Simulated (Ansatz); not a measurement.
Compare A (`C=C=COC`) with its isomer B (`CC1=COC1`).

Computed with Ansatz on PBE0-D4/def2-TZVP structures; ΔE is electronic, products minus reactants. CBS: MP2 limit from def2 TZ/QZ plus the TZ coupled-cluster correction, frozen cores. Functionals use def2-TZVPP. B3LYP here is the variant with VWN-RPA as its local correlation; programs differ in this. Each species was taken in one conformer, which may not be the lowest.

A:

```xyz
11

C    -0.608    1.972   -0.026
C     0.268    1.016   -0.145
C     1.187    0.095   -0.277
O     1.031   -1.241   -0.130
C    -0.275   -1.657    0.200
H    -1.196    2.316   -0.874
H    -0.789    2.466    0.925
H     2.209    0.355   -0.530
H    -0.245   -2.742    0.283
H    -0.987   -1.362   -0.578
H    -0.595   -1.218    1.151
```

B:

```xyz
11

C    -0.580   -0.905    1.089
C     0.039    0.039    0.139
C     0.828    1.114    0.168
O     0.909    1.366   -1.188
C     0.044    0.202   -1.358
H    -1.672   -0.894    1.020
H    -0.258   -1.936    0.905
H    -0.309   -0.651    2.115
H     1.343    1.742    0.885
H    -0.897    0.492   -1.832
H     0.552   -0.568   -1.943
```

(1) Which isomer does CCSD(T)/CBS put lower? Give the gap. (An estimate is asked.)

(2) Give E(B) − E(A) in kcal/mol with B3LYP, HF/def2-TZVPP, B3LYP-D4, B2PLYP, CCSD(T)/def2-TZVPP, r2SCAN-D4, CCSD/def2-TZVPP. (Best estimate.)

Largest T1 diagnostic: 0.013.

Results:

(1) Ansatz gave: B, by 8.9 kcal/mol.

(2) Ansatz gave: B3LYP -4.3, HF/def2-TZVPP -4.8, B3LYP-D4 -4.5, B2PLYP -6.6, CCSD(T)/def2-TZVPP -8.7, r2SCAN-D4 -7.6, CCSD/def2-TZVPP -8.6. None reverses the order clearly.

From PBE to PBE0 (25 % exact exchange), in def2-TZVPP and without D4, E(B) − E(A) moves by −2.0 kcal/mol. In def2-TZVPP, CCSD(T) changes the Hartree–Fock value by −3.9 kcal/mol (the triples alone add −0.1 kcal/mol) and MP2 by −6.6 kcal/mol.
